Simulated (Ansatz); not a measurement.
# Si2H4 (triplet): from Hartree-Fock to the top rungs at distance Si1–H5 along a hydrogen transfer = 1.969 Å, cc-pVDZ

Aim: climb from Hartree-Fock through coupled cluster and multireference methods for Si2H4 (triplet) at one geometry and basis, and see what each rung misses.

Computed with Ansatz 0.2.0, Gaussian basis. Level: cc-pVDZ, core rule «outside noble gas», up to 10 orbitals frozen.

To be run: UHF; CCSD(T) on ROHF; CCSD(T) on UHF; BCCD(T) on ROHF; CISD; CCSDT(Q) on ROHF; CCSDT(Q) on UHF; CASSCF and MRCISD+Q, 4 electrons in 4 orbitals; CASSCF and NEVPT2, 4 electrons in 4 orbitals.

10 further runs of the same task are left out: 10 that didn't finish.

## (1) The geometry

The geometry derives from fragments relaxed apart (PBE0/def2-TZVP) and kept rigid, so it is no stationary point. A hydrogen atom is moved between rigid fragments.

6 atoms, charge 0, spin multiplicity 3.

Atoms are counted from 1 here; the program's logs count them from 0.

Bond lengths: Si1–H2 1.485 Å, Si1–H3 1.485 Å, Si1–H4 1.485 Å. Angles: H2–Si1–H3 109.5°, H2–Si1–H4 109.5°, H3–Si1–H4 109.5°.

## (2) UHF

The input, in.yaml:

```yaml
crystal:
  periodic: [false, false, false]
  atoms:
    - {symbol: Si, position_ang: [-1.768271, 0.000000, 0.000000]}
    - {symbol: H, position_ang: [-2.263143, 1.399708, 0.000000]}
    - {symbol: H, position_ang: [-2.263143, -0.699854, 1.212183]}
    - {symbol: H, position_ang: [-2.263143, -0.699854, -1.212182]}
    - {symbol: H, position_ang: [0.200729, 0.000000, 0.000000]}
    - {symbol: Si, position_ang: [2.004729, 0.000000, 0.000000]}
basis:
  gaussian: {orbitals: cc-pVDZ}
magnetization: {spin_polarized: true, initial_magnetization: 2}
hamiltonian: {xc: hf}
output: {orbitals: {seedname: orbitals}}
```

Started as:

```bash
ansatz run in.yaml --threads 1 --pin off --events-out ev --progress --plain --max-ram 2393MiB
```

After this run come: CCSD(T) on ROHF; CCSD(T) on UHF; BCCD(T) on ROHF; CISD; CCSDT(Q) on ROHF; CCSDT(Q) on UHF; CASSCF and MRCISD+Q, 4 electrons in 4 orbitals; CASSCF and NEVPT2, 4 electrons in 4 orbitals.

Q: Predict the results of all the runs planned. Wanted: UCCSDT(Q) below the RHF energy; RMP2 from UCCSDT(Q); UMP2 from UCCSDT(Q); RCCSD from UCCSDT(Q); RCCSD(T) from UCCSDT(Q); UCCSD(T) from UCCSDT(Q); RCCSDT(Q) from UCCSDT(Q); NEVPT2 pair from UCCSDT(Q); MRCISD+Q pair from UCCSDT(Q).

As calculated:

| quantity | value |
| --- | --- |
| UCCSDT(Q) below the RHF energy | -6.3570 eV |
| RMP2 from UCCSDT(Q) | +35.61 kcal/mol |
| UMP2 from UCCSDT(Q) | +35.36 kcal/mol |
| RCCSD from UCCSDT(Q) | +4.73 kcal/mol |
| RCCSD(T) from UCCSDT(Q) | +1.11 kcal/mol |
| UCCSD(T) from UCCSDT(Q) | +1.09 kcal/mol |
| RCCSDT(Q) from UCCSDT(Q) | +0.01 kcal/mol |
| NEVPT2 pair from UCCSDT(Q) | +34.93 kcal/mol |
| MRCISD+Q pair from UCCSDT(Q) | +0.63 kcal/mol |
| levels within 1 kcal/mol (43 meV) | RCCSDT, UCCSDT, RCCSDT(Q), MRCISD+Q pair |
| T1 diagnostic | 0.023 |

What this shows: RCCSD(T) lands +1.11 kcal/mol from the yardstick (0.8 % of the correlation energy). Of the multireference levels listed MRCISD+Q pair comes nearest in total energy (+0.63 kcal/mol), which doesn't show that its space is the better one. These misses are within one basis, not against nature; the frozen cores of restricted and unrestricted runs differ, which can shift their rows.
